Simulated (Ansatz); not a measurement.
## Crystal structures of ytterbium under BLYP

Theory: DFT, BLYP, plane waves (420 eV) with PAW, scalar-relativistic (Ansatz 0.2.0). The PAW files were generated under PBE, with cores re-solved for the functional.

Each structure is relaxed within its own symmetry, so a high-lying one may be dynamically unstable.

```csv
structure,ΔE (meV/atom),V (Å³/atom),cell,magnetic state
fcc,0,37.25,a = 5.301 Å,non-magnetic
bcc,3,36.36,a = 4.174 Å,spin not included
dhcp,12,37.42,"a = 3.755 Å, c = 12.258 Å (c/a = 3.264)",spin not included
hcp,13,37.29,"a = 3.747 Å, c = 6.135 Å (c/a = 1.638)",spin not included
A15,42,38.05,a = 6.727 Å,spin not included
omega (AlB2-type),73,37.16,"a = 5.998 Å, c = 3.578 Å (c/a = 0.597)",spin not included
simple cubic,465,42.76,a = 3.497 Å,spin not included
diamond,756,98.68,a = 9.242 Å,spin not included
```

ΔE counts from fcc.

Differences under about 8 meV lie within the error of the k-point mesh.
